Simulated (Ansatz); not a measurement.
The reference is Pt in the fcc (Cu type) structure (space group Fm-3m, No. 225; a = 3.9703 Å).

All numbers come from DFT with PBE, PAW potentials and a 420 eV plane-wave cutoff in Ansatz (an electronic-structure program), no SOC.

The change: Ir takes the place of Pt on all its sites; the structure is relaxed again.

Measured lattice parameter a: Pt 3.913 Å (static lattice; corrected from measurement; as listed in Daniel Mejia-Rodriguez, S. B. Trickey, Phys. Rev. B (2018)); Ir 3.831 Å (static lattice; corrected from measurement; as listed in Daniel Mejia-Rodriguez, S. B. Trickey, Phys. Rev. B (2018)).

### Question
How well does PBE reproduce the measured shift?

### Answer
With PBE the lattice parameter a moves by -0.099 Å (3.970 → 3.871) against -0.082 Å measured.

Stability against distortions was not tested. All final runs are without spin polarisation.
